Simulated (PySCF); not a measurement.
Input for PySCF: R-B3LYP/6-31G* on CH3Cl (SMILES CCl) with ghost functions.

```python
from pyscf import gto, scf, dft, mp
from pyscf.data.elements import chemcore

mol = gto.M(
    atom='''
    C    -1.49512800    1.12579900   -0.00000200
    Cl   -1.40247600   -0.66254400    0.00013900
    H    -0.48106900    1.51836100   -0.00121600
    H    -2.02718100    1.43516300    0.89531200
    H    -2.02924000    1.43492300   -0.89417200
    ghost-Cl    2.13960800    0.03729800   -0.00013800
    ghost-H    0.97700200   -0.51405400    0.00007200
    ''',
    basis='6-31g*',
    cart=True,
    charge=0, spin=0, verbose=3, max_memory=1800)
mf = dft.RKS(mol, xc='b3lyp')
mf.conv_tol = 1e-8
mf.max_cycle = 100
mf.kernel()
if not mf.converged:
    mf = mf.newton().run(mf.mo_coeff, mf.mo_occ)
```

The log:

```
converged SCF energy = -500.108715957711
```

Self-consistency was reached.

Cost: about 2.3 core-seconds (a rough figure).
